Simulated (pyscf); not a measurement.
# Insertion: `[O]=[Ge]` [singlet] + `[OH2]` -> `[O]=[GeH][OH]`

Gas phase, singlet surface, charge 0. Bonds broken: O3–H4. Bonds formed: Ge1–O3, Ge1–H4. PySCF, gas phase, ωB97X-D3(BJ)/def2-SVP geometries. Correlated levels are frozen-core, on RHF or UHF. ΔMP2 is the change of the MP2 total energy from the triple- to the quadruple-zeta basis.

Transition state (Å):

```xyz
5

Ge     0.3654     1.2099    -0.9201
O      1.8136     1.7276    -1.4327
O      0.1301    -0.5562    -0.1855
H     -0.8171     0.5202    -0.0390
H      0.6777    -1.0979     0.4101
```

One imaginary mode, 1536i cm⁻¹; descent along it reached the two sides named, in the forms told below.

| bond | change | reactant side (Å) | saddle | product side |
|---|---|---|---|---|
| O3–H4 | breaks | 0.967 | 1.441 | 2.6 |
| Ge1–O3 | forms | 2.468 | 1.927 | 1.755 |
| Ge1–H4 | forms | 3.1 | 1.628 | 1.524 |

Electronic energies relative to the separated reactants (kJ/mol):

```
level                             barrier  reaction energy  reverse barrier
--------------------------------  -------  ---------------  ---------------
ωB97X-D3(BJ)/def2-TZVP              215.6             -3.5            219.1
PBE/def2-TZVP                       178.0            +10.6            167.4
r²SCAN/def2-TZVP                    184.2             -6.5            190.7
B3LYP-D3(BJ)/def2-TZVP              212.1            +17.9            194.2
PBE0-D3(BJ)/def2-TZVP               199.5             -0.2            199.7
M06-2X/def2-TZVP                    208.2            -13.2            221.4
ωB97M-D3(BJ)/def2-TZVP              226.2            +19.6            206.6
HF/def2-TZVP                        295.0             +7.2            287.8
MP2/def2-QZVPP                      226.0            +19.7            206.3
CCSD/def2-TZVPP                     242.5            +11.5            231.1
CCSD(T)/def2-TZVPP                  227.8            +13.1            214.7
CCSD(T)/def2-TZVPP + ΔMP2(QZVPP)    230.9            +20.6            210.3
```

With CCSD(T)/def2-TZVPP + ΔMP2(QZVPP) energies and thermal terms (ideal gas, 1 atm, RRHO with modes under 100 cm⁻¹ raised to 100, one conformer, R ln 2 for rigid chiral ones), in kJ/mol:

```json
[
 {"T (K)": "298", "ΔH‡": "217.4", "ΔG‡": "253.2", "ΔH": "+16.8", "ΔG": "+56.0"},
 {"T (K)": "600", "ΔH‡": "218.5", "ΔG‡": "289.2", "ΔH": "+18.5", "ΔG": "+95.5"},
 {"T (K)": "900", "ΔH‡": "221.0", "ΔG‡": "324.0", "ΔH": "+22.4", "ΔG": "+133.2"},
 {"T (K)": "1200", "ΔH‡": "223.7", "ΔG‡": "358.0", "ΔH": "+26.9", "ΔG": "+169.4"}
]
```

On the reactant side the descent ends in a bound adduct, 40.9 kJ/mol under the separated species and 256.5 kJ/mol under the saddle at ωB97X-D3(BJ)/def2-TZVP. The same reactants have a lower exit, to HO–Ge:–OH [singlet] (barrier -6.7 kJ/mol at ωB97M-D3(BJ), against +226.2 kJ/mol here). O=GeH–OH lies 178.7 kJ/mol over its isomer HO–Ge:–OH [singlet], and others may lie lower still (electronic energy, ωB97M-D3(BJ)). One saddle was located; it need not be the lowest between these sides. The CCSD(T) − MP2 part came from Ansatz, without density fitting, on the same reference. The frozen core leaves the outer d or s,p core shells of the metals and heavy elements correlated in the MP2 and CC values, and def2-TZVPP describes them poorly, which can shift differences by a few kcal/mol. Elements up to Kr have no core potential and no relativistic terms here.
